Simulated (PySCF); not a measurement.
**PH2BrF−, a complex of two parts as drawn: interaction energy**

What interaction energy should one expect for `FP` with `[Br-]`?

Programs: PySCF 2.14.0. All values are calculated, for the isolated system unless a continuum is named. Atoms count from 0, parts from 1.

## 1. The system as given

5 atoms, charge -1, multiplicity 1; geometry: GFN2-xTB. Parts: 1 = atoms 0–3, `FP`, charge 0; 2 = atom 4, `[Br-]`, charge -1. In the given geometry the parts are no longer as drawn: a bond within a part is broken, a hydrogen has moved, or two parts are bonded, so values for the parts refer to these atom groups.

## 2. Optimising the geometry at PBE0-D3(BJ)/def2-SVPD

Job settings and geometry (Å):

```
{"job": {"xc": "PBE0", "basis": "def2-SVPD", "d3": "d3bj", "grid": 2, "kind": "geom", "shake": 0.01}, "charge": -1, "multiplicity": 1, "parts": [{"atoms": "0-3", "charge": 0, "multiplicity": 1}, {"atoms": "4-4", "charge": -1, "multiplicity": 1}]}
F      1.323866    -0.219452    -0.095485
P     -0.325110    -0.075182     0.617357
H     -0.749878    -0.964877    -0.379502
H     -0.466466     1.050811    -0.196230
Br    -2.723614     0.160166     1.039000
```

Run with:

```sh
> OMP_NUM_THREADS=1 python cluster_run.py task.json out
```

This one command runs all jobs of the session in turn.

**Question.** The jobs that follow are: CCSD(T)/aug-cc-pVDZ and MP2/aug-cc-pVTZ counterpoise interaction energy, frozen core, gas phase. Predict: point group; rotational constants (main isotopes); interaction energy, CCSD(T) limit estimate; MP2/aug-cc-pVTZ; T1 diagnostic.

The runs gave:

```
                                  quantity                   value
                               point group                      Cs
      rotational constants (main isotopes)  113.48, 1.23, 1.23 GHz
interaction energy, CCSD(T) limit estimate         -20.77 kcal/mol
                           MP2/aug-cc-pVTZ         -20.94 kcal/mol
                             T1 diagnostic                  0.0121
```

What this shows: Over 5 steps the energy fell by 0.244 eV; of the bonds of the start, P1–Br4 changed most, 2.447 to 2.822 Å. No frequency check was run at this level, so the end point may be a saddle. The interaction energy leaves out the deformation of the parts, 4.45 kcal/mol; with it the binding is about -16.32 kcal/mol. The estimate adds CCSD(T) less MP2 in the small basis (+1.15 kcal/mol) to extrapolated MP2. Hartree-Fock gives -13.22 against -20.77 kcal/mol.
